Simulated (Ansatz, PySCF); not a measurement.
Species: methyl chloride, CH$_{3}$Cl, net charge 0, singlet state. 
Geometry from a B3LYP-D3(BJ)/def2-TZVP (Ansatz, a quantum-chemistry and plane-wave program) optimisation:
SMILES: CCl
```xyz
5

C      0.0082     0.0133    -1.1337
Cl    -0.0048    -0.0077     0.6605
H      0.0175     1.0478    -1.4634
H      0.8997    -0.5040    -1.4752
H     -0.8852    -0.4920    -1.4879
```
Charge 0, spin multiplicity 1.


Quantity: enthalpy of formation at 298 K (from the atomisation energy, B3LYP-D3(BJ)/def2-TZVP harmonic zero-point and thermal terms from PySCF, and the atoms' enthalpies of formation in the G2/97 table; no spin-orbit terms, and no core term in the frozen-core levels), in kJ/mol. Cores are frozen in the correlated levels unless marked. Open shells are spin-unrestricted. Spin-orbit coupling is left out. Non-relativistic. The coupled-cluster limit lacks core correlation, which all-electron functionals hold. Basis-set limits of correlation are two-point, X^-3; Hartree-Fock from the larger set. The bracket is a focal-point correction in the basis named.

```json
[
 {"level": "PBE-D3(BJ)/def2-TZVPD", "program": "Ansatz + dftd3", "enthalpy of formation at 298 K (kJ/mol)": "-108.4", "minus last row": "-25.9"},
 {"level": "BP86-D3(BJ)/def2-TZVPD", "program": "PySCF + dftd3", "enthalpy of formation at 298 K (kJ/mol)": "-133.0", "minus last row": "-50.5"},
 {"level": "r2SCAN-D3(BJ)/def2-TZVPD", "program": "Ansatz + dftd3", "enthalpy of formation at 298 K (kJ/mol)": "-84.3", "minus last row": "-1.8"},
 {"level": "PBE0-D4/def2-TZVP", "program": "Ansatz + dftd4", "enthalpy of formation at 298 K (kJ/mol)": "-85.5", "minus last row": "-3.0"},
 {"level": "SCS-MP2/def2-QZVPPD", "program": "Ansatz", "enthalpy of formation at 298 K (kJ/mol)": "-83.9", "minus last row": "-1.4"},
 {"level": "CCSD/aug-cc-pV(D+d)Z", "program": "Ansatz", "enthalpy of formation at 298 K (kJ/mol)": "34.9", "minus last row": "117.4"},
 {"level": "CCSD/def2-TZVPPD", "program": "Ansatz", "enthalpy of formation at 298 K (kJ/mol)": "-29.4", "minus last row": "53.1"},
 {"level": "CCSD(T)/cc-pwCVTZ", "program": "Ansatz", "enthalpy of formation at 298 K (kJ/mol)": "-45.0", "minus last row": "37.5"},
 {"level": "RI-MP2/CBS(def2-TZVPP,def2-QZVPP)+[CCSD(T)-MP2]/def2-QZVPP", "program": "Ansatz", "enthalpy of formation at 298 K (kJ/mol)": "-84.0", "minus last row": "-1.5"},
 {"level": "CCSD(T)/CBS(def2-TZVPPD,def2-QZVPPD)", "program": "Ansatz", "enthalpy of formation at 298 K (kJ/mol)": "-82.5", "minus last row": "0.0"}
]
```
